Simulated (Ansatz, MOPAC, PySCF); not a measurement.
System: N2H (charge +1, singlet). SMILES: N#[NH+]
Coordinates optimised at B3LYP-D3(BJ)/def2-TZVP (Ansatz, an electronic-structure program):
```xyz
3

N      0.0000     0.0000    -0.4376
N      0.0000     0.0000     0.6484
H      0.0000     0.0000    -1.4756
```
Charge +1, spin multiplicity 1.

Unscaled harmonic wavenumbers (cm⁻¹) in rising order, each level at the stationary point that it reaches from this structure (no distance between atoms moves by over 0.3 Å); the order of modes can differ between levels, and a negative number is imaginary. B3LYP-D3(BJ)/def2-TZVP (PySCF, at the structure above): 724, 724, 2386, 3367.

AM1 (MOPAC): 927, 927, 2587, 3182. Zero-point energy 10.9 against 10.3 kcal/mol; where all levels lie over 400 cm⁻¹, the wavenumbers are on average 1.148 times those of B3LYP-D3(BJ)/def2-TZVP.

PM3 (MOPAC): 844, 844, 2483, 3374. Zero-point energy 10.8 against 10.3 kcal/mol; where all levels lie over 400 cm⁻¹, the wavenumbers are on average 1.094 times those of B3LYP-D3(BJ)/def2-TZVP.

HF/6-31G* (Ansatz): 806, 806, 2675, 3638. Zero-point energy 11.3 against 10.3 kcal/mol; where all levels lie over 400 cm⁻¹, the wavenumbers are on average 1.107 times those of B3LYP-D3(BJ)/def2-TZVP.

B3LYP/6-31G* (Ansatz): 696, 696, 2392, 3415. Zero-point energy 10.3 against 10.3 kcal/mol; where all levels lie over 400 cm⁻¹, the wavenumbers are on average 0.985 times those of B3LYP-D3(BJ)/def2-TZVP.
